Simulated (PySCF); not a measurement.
# [NH4]+ (ammonium): FCI/STO-3G

What is the energy change on altering one bond length of [NH4]+ (ammonium) at FCI/STO-3G? Input form: a Python script.

The results are computed with PySCF 2.14.0.

16 further runs of the same task are left out: 4 that didn't finish, 12 set aside as unsound or not needed.

### 1 The system as given

[NH4]+: 5 atoms, total charge +1, spin state singlet. As SMILES, `[NH4+]`. The shape is that of a GFN2-xTB optimisation.

Bond lengths: N1–H2 1.030 Å, N1–H3 1.029 Å, N1–H4 1.030 Å, N1–H5 1.030 Å. Angles: H2–N1–H3 109.5°, H2–N1–H4 109.4°, H2–N1–H5 109.5°, H3–N1–H4 109.5°, H3–N1–H5 109.4°, H4–N1–H5 109.5°.

### 2 The energy at FCI/STO-3G

mol.xyz reads:

```xyz
5
H4N
N      0.000080     0.000050    -0.000010
H      0.455870    -0.450720     0.805650
H     -0.977900     0.217540     0.236550
H      0.024080    -0.637350    -0.808220
H      0.497880     0.870480    -0.233970
```

job.py reads:

```python
# [NH4+]
from pyscf import gto, mcscf
from pyscf import fci

system = gto.M(
    atom='mol.xyz',
    max_memory=1860,
    verbose=4,
    spin=0,
    basis='sto-3g',
    charge=1,
)

mf = system.RHF()
mf.conv_tol = 1e-10
mf.kernel()
if not mf.converged:
    mf = mf.newton().run(mf.mo_coeff, mf.mo_occ)

cas = mcscf.CASCI(mf, mf.mo_coeff.shape[-1] - 1, (system.nelec[0] - 1, system.nelec[1] - 1))  # full CI above the frozen core
cas.fcisolver = fci.direct_spin0.FCI(system)  # even spin states alone
cas.kernel()
print('<S^2> = %.4f' % cas.fcisolver.spin_square(cas.ci, cas.ncas, cas.nelecas)[0])
e_final = cas.e_tot
print('E(%s) = %.9f' % ('FCI', e_final))
```

The run is started by

```sh
OMP_NUM_THREADS=1 python job.py
```

Standard output:

```text
PySCF version 2.14.0

[INPUT] num. atoms = 5
[INPUT] num. electrons = 10
[INPUT] charge = 1
[INPUT] spin (= nelec alpha-beta = 2S) = 0
[INPUT] symmetry False subgroup None
[INPUT] Mole.unit = angstrom
[INPUT] Symbol           X                Y                Z      unit          X                Y                Z       unit  Magmom
[INPUT]  1 N      0.000080000000   0.000050000000  -0.000010000000 AA    0.000151178090   0.000094486306  -0.000018897261 Bohr   0.0
[INPUT]  2 H      0.455870000000  -0.450720000000   0.805650000000 AA    0.861469448405  -0.851737358864   1.522457852256 Bohr   0.0
[INPUT]  3 H     -0.977900000000   0.217540000000   0.236550000000 AA   -1.847963177212   0.411091021138   0.447014714766 Bohr   0.0
[INPUT]  4 H      0.024080000000  -0.637350000000  -0.808220000000 AA    0.045504605080  -1.204416945492  -1.527314448396 Bohr   0.0
[INPUT]  5 H      0.497880000000   0.870480000000  -0.233970000000 AA    0.940856842898   1.644968796911  -0.442139221364 Bohr   0.0

nuclear repulsion = 16.2800316866987
number of shells = 7
number of NR pGTOs = 27
number of NR cGTOs = 9
basis = sto-3g
ecp = {}

******** <class 'pyscf.scf.hf.RHF'> ********
method = RHF
initial guess = minao
damping factor = 0
level_shift factor = 0
DIIS = <class 'pyscf.scf.diis.CDIIS'>
diis_start_cycle = 1
diis_space = 8
diis_damp = 0
SCF conv_tol = 1e-10
SCF conv_tol_grad = None
SCF max_cycles = 50
direct_scf = True
direct_scf_tol = 1e-13
Set gradient conv threshold to 1e-05
Initial guess from minao.
init E= -56.0617628875763
  HOMO = -0.569136036661167  LUMO = 0.438726652199115  gap/eV = 27.42534
cycle= 1 E= -55.8581781503478  delta_E= 0.204  |g|= 0.187  |ddm|= 2.16
  HOMO = -1.03951978151599  LUMO = 0.202995164072533  gap/eV = 33.81055
cycle= 2 E= -55.8674382769775  delta_E= -0.00926  |g|= 0.0482  |ddm|= 0.272
  HOMO = -1.00211810651929  LUMO = 0.228480340437135  gap/eV = 33.48629
cycle= 3 E= -55.8680752895089  delta_E= -0.000637  |g|= 0.000384  |ddm|= 0.0557
  HOMO = -1.00222055476137  LUMO = 0.228572126310813  gap/eV = 33.49157
cycle= 4 E= -55.8680753033179  delta_E= -1.38e-08  |g|= 3.72e-05  |ddm|= 0.00027
  HOMO = -1.00221414051124  LUMO = 0.228579470826696  gap/eV = 33.49160
cycle= 5 E= -55.8680753038531  delta_E= -5.35e-10  |g|= 7.94e-07  |ddm|= 7.23e-05
  HOMO = -1.00221560687302  LUMO = 0.228580449398629  gap/eV = 33.49167
cycle= 6 E= -55.8680753038534  delta_E= -2.84e-13  |g|= 3.22e-07  |ddm|= 1.5e-06
  HOMO = -1.00221521656681  LUMO = 0.228580127553197  gap/eV = 33.49165
Extra cycle  E= -55.8680753038534  delta_E= -1.42e-14  |g|= 7.25e-08  |ddm|= 4.55e-07
converged SCF energy = -55.8680753038534

******** <class 'pyscf.mcscf.casci.CASCI'> ********
CAS (4e+4e, 8o), ncore = 1, nvir = 0
natorb = False
canonicalization = True
sorting_mo_energy = False
******** <class 'pyscf.fci.direct_spin0.FCISolver'> ********
max. cycles = 100
conv_tol = 1e-10
davidson only = False
linear dependence = 1e-14
level shift = 0.001
max iter space = 12
nroots = 1
pspace_size = 400
spin = None
Density matrix diagonal elements [1.98721957 1.97712044 1.97711736 1.97711437 0.01719767 0.02141497
 0.02141148 0.02140415]
CASCI converged
CASCI E = -55.9495797963346  E(CI) = -23.8879812003257  S^2 = 0.0000000
<S^2> = 0.0000
E(FCI) = -55.949579796
```

Run time: 0.69 s. Hardware: 1 thread of Arm Neoverse V2, shared host; peak memory 0.12 GiB.

### 3 The distorted shape at the same level

calc.py reads:

```python
from pyscf import gto, mcscf
from pyscf import fci

mol = gto.M(
    atom='''
N     -0.036133     0.963745     1.221870
H      0.825185     0.111913     2.744347
H     -1.884248     1.374742     1.668904
H      0.045505    -1.204417    -1.527314
H      0.904572     2.608620     0.779750
''',
    unit='bohr',
    charge=1,
    max_memory=1860,
    basis='sto-3g',
    verbose=3,
)

hf = mol.RHF()
hf.conv_tol = 1e-10
hf.kernel()
if not hf.converged:
    hf = hf.newton().run(hf.mo_coeff, hf.mo_occ)

cas = mcscf.CASCI(hf, hf.mo_coeff.shape[-1] - 1, (mol.nelec[0] - 1, mol.nelec[1] - 1))  # full CI above the frozen core
cas.fcisolver = fci.direct_spin0.FCI(mol)  # even spin states alone
cas.kernel()
print('<S^2> = %.4f' % cas.fcisolver.spin_square(cas.ci, cas.ncas, cas.nelecas)[0])
e_final = cas.e_tot
print('E = %.10f Eh' % e_final)
```

The run is started by

```sh
OMP_NUM_THREADS=1 python calc.py
```

Standard output:

```text
converged SCF energy = -55.6672453270203
CASCI E = -55.7941734964846  E(CI) = -22.3074114678557  S^2 = 0.0000000
<S^2> = 0.0000
E = -55.7941734965 Eh
```

It took 0.69 s on 1 thread of Arm Neoverse V2, shared host; peak memory 0.12 GiB.

### 4 Summary of results

Level: FCI/STO-3G, 1 core orbital frozen.

```
                                                         quantity         value
                                        first shape: total energy  -55.94958 Eh
                 first shape: HOMO energy (Hartree–Fock orbitals)     -27.27 eV
                 first shape: LUMO energy (Hartree–Fock orbitals)       6.22 eV
               first shape: HOMO–LUMO gap (Hartree–Fock orbitals)      33.49 eV
          first shape: correlation energy (1 core orbital frozen)     -81.5 mEh
                                    distorted shape: total energy  -55.79417 Eh
             distorted shape: HOMO energy (Hartree–Fock orbitals)     -20.13 eV
             distorted shape: LUMO energy (Hartree–Fock orbitals)      -5.16 eV
           distorted shape: HOMO–LUMO gap (Hartree–Fock orbitals)      14.97 eV
      distorted shape: correlation energy (1 core orbital frozen)    -126.9 mEh
energy change with the N1–H4 bond stretched from 1.030 to 1.853 Å      4.229 eV
```

With the N1–H4 bond stretched from 1.030 to 1.853 Å the energy rises by 4.23 eV (408 kJ/mol). The first shape isn't relaxed at this level, so the change isn't measured from a minimum. The minimal basis adds a large error of its own. Mulliken charges (distorted shape) of the mean-field density run from -0.37 on N1 to +0.47 on H4; they depend strongly on the basis.
